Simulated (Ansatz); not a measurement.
# AlBH (sextet): wave-function methods side by side, def2-QZVPP

The task here is to estimate one member of a computed series from the others.

Method: def2-QZVPP, core rule «outside noble gas», up to 6 orbitals frozen; program: Ansatz 0.2.0, Gaussian basis.

The runs, in order: UHF; ROHF; CCSD(T) on UHF.

## What is computed

The geometry is a PBE0/def2-TZVP stationary point (not a proven minimum) of the parent state, kept for this charge and spin.

3 atoms, charge 0, spin multiplicity 6.

Atoms are counted from 1 here; the program's logs count them from 0.

Bond lengths: B1–Al2 1.941 Å, B1–H3 1.185 Å. Angles: Al2–B1–H3 180.0°.

Coordinates:

```
B     0.0000    0.0000    0.2519
Al    0.0000    0.0000   -1.6889
H     0.0000    0.0000    1.4370
```

The first run:

Contents of in.yaml:

```yaml
crystal:
  periodic: [false, false, false]
  atoms:
    - {symbol: B, position_ang: [0.000000, 0.000000, 0.251900]}
    - {symbol: Al, position_ang: [0.000000, 0.000000, -1.688900]}
    - {symbol: H, position_ang: [0.000000, 0.000000, 1.437000]}
basis:
  gaussian: {orbitals: "def2-QZVPP.json"}
magnetization: {spin_polarized: true, initial_magnetization: 5}
hamiltonian: {xc: hf}
output: {orbitals: {seedname: orbitals}}
```

Command:

```bash
$ ansatz run in.yaml --threads 1 --pin off --events-out ev --progress --plain --max-ram 2393MiB
```

Steps of the session up to this table: UHF; ROHF; CCSD(T) on UHF.

One table of the session follows, with a row left open; its other results are not shown here.

It belongs to the step «Misses and costs». 

```
  method  from UCCSD(T) (kcal/mol)
    ROHF                    +68.39
     UHF                         ?
    UMP2                    +16.05
   UCCSD                     +2.58
UCCSD(T)                         0
```

Q: Estimate the row for UHF from the others.

The run gave: from UCCSD(T) (kcal/mol): +67.57. In the column «from UCCSD(T) (kcal/mol)» it lies between UMP2 (+16.05) and ROHF (+68.39).
